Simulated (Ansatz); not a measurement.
Ideal-gas functions of C3H4FN, SMILES `C=C=C(N)F` at 500 K and 1 bar, from an Ansatz frequency run at PBE0-D4/def2-TZVP.

Molar mass 73.07 g/mol, point group C1 (symmetry number 1), electronic degeneracy 1, moments of inertia 48.862, 136.896, 181.37 u Å². Harmonic wavenumbers (cm⁻¹, unscaled): 180, 203, 265, 472, 546, 621, 632, 744, 829, 952, 1037, 1099, 1316, 1379, 1519, 1636, 2106, 3106, 3175, 3545, 3665.

Use S(trans) = R[1.5 ln M + 2.5 ln T − 1.1517]; rotational temperatures θ = 24.2544 K / I; S(rot) = R[ln(√π/σ · √(T³/θAθBθC)) + 1.5]; for each mode x = 1.438777 ν̃/T, S = R[x/(eˣ − 1) − ln(1 − e⁻ˣ)] and H = RT x/(eˣ − 1); 1 cm⁻¹ = 0.0119627 kJ/mol; R = 8.31446 J/(mol·K).

By hand: the entropy, in J/(mol·K).

Translation 173.1. Rotation: θ = 0.4964, 0.1772, 0.1337 K, giving 113.2. Vibration, mode by mode: 13.88, 12.90, 10.77, 6.38, 5.36, 4.51, 4.40, 3.41, 2.81, 2.13, 1.75, 1.52, 0.92, 0.79, 0.57, 0.43, 0.14, 0.01, 0.01, 0.00, 0.00, in all 72.7. Electronic 0.0. Sum 359.0 J/(mol·K).

By hand: H − E and G − E in kJ/mol, counted from the electronic energy.

Zero-point energy ½ × 29027 × 0.0119627 = 173.6; thermal vibration 21.0; translation, rotation and pV give 4 RT = 16.6. H − E = 211.2 kJ/mol, and G − E = 211.2 − 500 × 359.0/1000 = 31.7 kJ/mol.

Vibration gives 20 % of the entropy. The sum counts one conformer and one mirror image; others add a mixing term.
